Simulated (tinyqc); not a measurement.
Worked calculation: Hueckel theory of the pi electrons with the omega technique, for the molecule Nc1ccco1 (SMILES; centres numbered as the heavy atoms are written). Computed by tinyqc, a small Python program that keeps every step. Settings: charge = 0, omega = 1.4, damping = 0.3. Command: `OMP_NUM_THREADS=1 python tinyqc.py 29804 29805 out.jsonl` (the two numbers bound the seeds that draw the settings). One thread of a shared host (Intel(R) Xeon(R) Processor @ 2.60GHz), about 0.02 s of CPU time with the checks.

## The Hueckel matrix

Centres:
```
centre  z_r, pi electrons of the neutral centre         h
1N                                            2  1.500000
2C                                            1  0.000000
3C                                            1  0.000000
4C                                            1  0.000000
5C                                            1  0.000000
6O                                            2  2.000000
```

Bonds:
```
i  j         k
1  2  0.800000
2  3         1
3  4         1
4  5         1
5  6  0.800000
6  2  0.800000
```

H_rr = alpha + h_r beta, H_rs = k_rs beta for bonded centres.

Hueckel matrix in units of beta (H = alpha + beta A), order 1N, 2C, 3C, 4C, 5C, 6O:
```
[[1.500000, 0.800000, 0.000000, 0.000000, 0.000000, 0.000000],
 [0.800000, 0.000000, 1.000000, 0.000000, 0.000000, 0.800000],
 [0.000000, 1.000000, 0.000000, 1.000000, 0.000000, 0.000000],
 [0.000000, 0.000000, 1.000000, 0.000000, 1.000000, 0.000000],
 [0.000000, 0.000000, 0.000000, 1.000000, 0.000000, 0.800000],
 [0.000000, 0.800000, 0.000000, 0.000000, 0.800000, 2.000000]]
```

## Orbitals, round 1

pi electrons, sum of z_r less the charge = 8

Diagonalise; E = alpha + x beta with beta < 0, so the largest x are filled first; degenerate levels share their electrons. P = sum n_i c_ri c_si; each orbital has its largest coefficient positive (the first on a tie).

x values: [2.703857, 1.777149, 1.278900, 0.428492, -1.037630, -1.650768]

occupations: [2.000000, 2.000000, 2.000000, 2.000000, 0.000000, 0.000000]

coefficients, order 1N, 2C, 3C, 4C, 5C, 6O:
```
[[0.256708, 0.840930, -0.223488, 0.362024, -0.184478, 0.109074],
 [0.386300, 0.291328, 0.061767, -0.484889, 0.585172, -0.429582],
 [0.213350, 0.154902, 0.556311, -0.457979, -0.211811, 0.605307],
 [0.190569, -0.016045, 0.649699, 0.288649, -0.365391, -0.569639],
 [0.301921, -0.183415, 0.274589, 0.581663, 0.590951, 0.335034],
 [0.782229, -0.387390, -0.373159, -0.049264, -0.309748, 0.020718]]
```

charge and bond-order matrix P, order 1N, 2C, 3C, 4C, 5C, 6O:
```
[[1.908141, 0.309615, -0.210195, -0.010548, 0.144949, -0.118803],
 [0.309615, 0.946065, 0.767950, -0.061781, -0.403767, 0.380312],
 [-0.210195, 0.767950, 1.177479, 0.534825, -0.155257, -0.156298],
 [-0.010548, -0.061781, 0.534825, 1.084003, 0.813553, -0.202754],
 [0.144949, -0.403767, -0.155257, 0.813553, 1.077057, 0.352209],
 [-0.118803, 0.380312, -0.156298, -0.202754, 0.352209, 1.807254]]
```

## Omega technique, round 1

h_r = h_r(0) + omega q_r, omega = 1.4, with q_r = z_r - P_rr; 0.3 of the old diagonal is kept.

matrix after round 1, order 1N, 2C, 3C, 4C, 5C, 6O:
```
[[1.590021, 0.800000, 0.000000, 0.000000, 0.000000, 0.000000],
 [0.800000, 0.052856, 1.000000, 0.000000, 0.000000, 0.800000],
 [0.000000, 1.000000, -0.173930, 1.000000, 0.000000, 0.000000],
 [0.000000, 0.000000, 1.000000, -0.082323, 1.000000, 0.000000],
 [0.000000, 0.000000, 0.000000, 1.000000, -0.075516, 0.800000],
 [0.000000, 0.800000, 0.000000, 0.000000, 0.800000, 2.188891]]
```

## Orbitals, round 2

As before.

x values: [2.822988, 1.867365, 1.211805, 0.386691, -1.046729, -1.742120]

occupations: [2.000000, 2.000000, 2.000000, 2.000000, 0.000000, 0.000000]

coefficients, order 1N, 2C, 3C, 4C, 5C, 6O:
```
[[0.239653, 0.857961, -0.210044, 0.350340, -0.175463, 0.093942],
 [0.369355, 0.297437, 0.099303, -0.526968, 0.578314, -0.391285],
 [0.175621, 0.143756, 0.549557, -0.440310, -0.262607, 0.619390],
 [0.156966, -0.003989, 0.662237, 0.280121, -0.349111, -0.580036],
 [0.280416, -0.151534, 0.307462, 0.571691, 0.599292, 0.343352],
 [0.819774, -0.363028, -0.333043, -0.019852, -0.291160, 0.009755]]
```

charge and bond-order matrix P, order 1N, 2C, 3C, 4C, 5C, 6O:
```
[[1.920775, 0.276461, -0.208529, -0.013533, 0.145796, -0.104008],
 [0.276461, 1.024898, 0.788454, -0.050127, -0.424460, 0.344398],
 [-0.208529, 0.788454, 1.094788, 0.535179, -0.110582, -0.165005],
 [-0.013533, -0.050127, 0.535179, 1.083360, 0.816752, -0.191978],
 [0.145796, -0.424460, -0.110582, 0.816752, 1.045918, 0.342281],
 [-0.104008, 0.344398, -0.165005, -0.191978, 0.342281, 1.830261]]
```

## Omega technique, round 2

As before.

matrix after round 2, order 1N, 2C, 3C, 4C, 5C, 6O:
```
[[1.604646, 0.800000, 0.000000, 0.000000, 0.000000, 0.000000],
 [0.800000, -0.008543, 1.000000, 0.000000, 0.000000, 0.800000],
 [0.000000, 1.000000, -0.145071, 1.000000, 0.000000, 0.000000],
 [0.000000, 0.000000, 1.000000, -0.106389, 1.000000, 0.000000],
 [0.000000, 0.000000, 0.000000, 1.000000, -0.067654, 0.800000],
 [0.000000, 0.800000, 0.000000, 0.000000, 0.800000, 2.223012]]
```

## Convergence

Each round sets h_r = h_r(0) + omega (z_r - P_rr), keeping the share named as damping of the old diagonal; repeat until output and input diagonals agree to 1e-6.

Rounds:
```
round    sum n x  largest |h(out) - h(in)|
1      12.376795                  2.70e-01
2      12.577697                  8.77e-02
3      12.621025                  2.87e-02
4      12.628122                  1.76e-02
5      12.630224                  1.02e-02
6      12.630327                  6.00e-03
7      12.630518                  3.59e-03
8      12.630462                  2.11e-03
9      12.630505                  1.24e-03
10     12.630482                  7.28e-04
11     12.630496                  4.27e-04
12     12.630488                  2.51e-04
13     12.630493                  1.47e-04
14     12.630490                  8.62e-05
15     12.630492                  5.06e-05
16     12.630491                  2.97e-05
17     12.630491                  1.74e-05
18     12.630491                  1.02e-05
19     12.630491                  5.98e-06
20     12.630491                  3.51e-06
21     12.630491                  2.06e-06
22     12.630491                  1.21e-06
23     12.630491                  7.08e-07
```

Converged in 23 rounds.

## Energy, charges, bond orders

final x values: [2.845297, 1.884008, 1.211185, 0.374756, -1.063085, -1.752161]

occupations: [2.000000, 2.000000, 2.000000, 2.000000, 0.000000, 0.000000]

final P, order 1N, 2C, 3C, 4C, 5C, 6O:
```
[[1.920758, 0.280370, -0.205702, -0.014196, 0.143451, -0.102493],
 [0.280370, 0.997695, 0.788055, -0.047390, -0.423631, 0.344454],
 [-0.205702, 0.788055, 1.114229, 0.533111, -0.117595, -0.159913],
 [-0.014196, -0.047390, 0.533111, 1.074028, 0.819535, -0.190333],
 [0.143451, -0.423631, -0.117595, 0.819535, 1.057882, 0.333379],
 [-0.102493, 0.344454, -0.159913, -0.190333, 0.333379, 1.835408]]
```

E = sum n x; q_r = z_r - P_rr; bond order p = P_rs; free valence = sqrt(3) - sum of p over the bonds of the atom.

pi energy = 8 alpha + this times beta = 12.630491

pi charges: [0.079242, 0.002305, -0.114229, -0.074028, -0.057882, 0.164592]

Bond orders and lengths from R = 1.517 - 0.180 p (angstrom, C-C alone):
```
bond         p         R
1-2   0.280370         -
2-3   0.788055  1.375150
3-4   0.533111  1.421040
4-5   0.819535  1.369484
5-6   0.333379         -
6-2   0.344454         -
```

free valence of the carbons: [0.319173, 0.410885, 0.379404, 0.579137]

gap between the highest filled and the next level = 1.437840 |beta|
